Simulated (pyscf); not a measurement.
Structures and frequencies: ωB97X-D3(BJ)/def2-SVP in PySCF.

### Question
For the elementary gas-phase step Cl–GeH(Cl)–Cl + H₂O → HO–Ge(Cl)(Cl)–Cl + H₂ (singlet surface; Ge–H, H–O broken, Ge–O, H–H formed), what barrier and reaction energy does PBE/def2-TZVP give, measured from the separated reactants?

### Answer
ΔE‡ = 155.3 kJ/mol, ΔE = -13.8 kJ/mol. ωB97M-D3(BJ)/def2-TZVP gives 178.2 kJ/mol and -15.0 kJ/mol. Zero-point energy shifts the barrier by -4.8 kJ/mol. It is a four-centre exchange, with an imaginary mode of 1527i cm⁻¹. On the reactant side the descent ends in a complex (not fully relaxed), 24.0 kJ/mol under the separated species and 200.4 kJ/mol under the saddle at ωB97X-D3(BJ)/def2-TZVP. One saddle was located; it need not be the lowest between these sides. Elements up to Kr have no core potential and no relativistic terms here.
